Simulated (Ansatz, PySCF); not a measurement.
Molecule: propyne, C₃H₄, charge 0, multiplicity 1. SMILES: C#CC
Structure (B3LYP-D3(BJ)/def2-TZVP (Ansatz, a program for electronic structure) minimum search):
```xyz
7

C     -0.0011    -0.0004     0.2181
C     -0.0068    -0.0029     1.4176
C      0.0060     0.0025    -1.2360
H     -0.0119    -0.0051     2.4795
H      0.0152     1.0232    -1.6237
H      0.8874    -0.5130    -1.6226
H     -0.8790    -0.5002    -1.6311
```

Harmonic wavenumbers (cm⁻¹) at B3LYP/6-31G* (Ansatz, at its own minimum) and at B3LYP-D3(BJ)/def2-TZVP (PySCF, at the structure above). 6-31G* holds six Cartesian d functions. Modes are numbered in rising order, 15 in all, and paired by that order; shown are modes over 250 cm⁻¹ that lie over 6 % from every other mode at both levels, one of each degenerate set, at most eight drawn at random. The second level is harmonic too, so this factor is not the one that brings values to measured fundamentals.

```
mode  B3LYP/6-31G* (x)  B3LYP-D3(BJ)/def2-TZVP (y)
----  ----------------  --------------------------
3                  600                         662
5                  951                         945
6                 1075                        1058
11                2247                        2229
15                3496                        3474
```

**Question.** Fit one scale factor, y = λ·x, by least squares, and use it for mode 1, which lies at 347 cm⁻¹ at B3LYP/6-31G*.

**Answer.** λ = Σxy/Σx² = 19586912/19691051 = 0.9947; the rows scatter about it by 30 cm⁻¹ (root mean square). Prediction for mode 1: 345 cm⁻¹. It lies outside the range of the table, so the fit extrapolates. The wavenumber at B3LYP-D3(BJ)/def2-TZVP is 347 cm⁻¹, so the fit misses by -2 cm⁻¹, against +0 cm⁻¹ without it. The fit is meant for this molecule alone.
